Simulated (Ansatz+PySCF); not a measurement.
Two shapes of singlet H2O.

Shape 1:

```xyz
3

O     0.0000    0.0000   -0.1197
H     0.0000    0.7542    0.4787
H     0.0000   -0.7542    0.4787
```

Shape 2:

```xyz
3

O     0.0000    0.0000   -0.1376
H     0.0000    0.8673    0.5504
H     0.0000   -0.8673    0.5504
```

Basis set: 6-31G (spherical functions). Frozen core: 1 orbital. Charge 0, multiplicity 1.

Computed with Ansatz (development build ahead of 0.2.0) and PySCF 2.14.0; each method stands on the lowest determinant of its kind that the runs found.

(1) Which shape is lower in energy, and by how much in each method?

Results:

(1)

```
                            method  E(2) − E(1) (eV)
                               UHF             0.911
                          RHF-CCSD             0.521
                          UHF-CCSD             0.521
full CI (lowest root of this spin)             0.499
                 PBE0 (restricted)             0.600
```

Shape 1 is lower. Caution for RHF-CCSD, UHF-CCSD: bonds are stretched, where a single reference can fail.
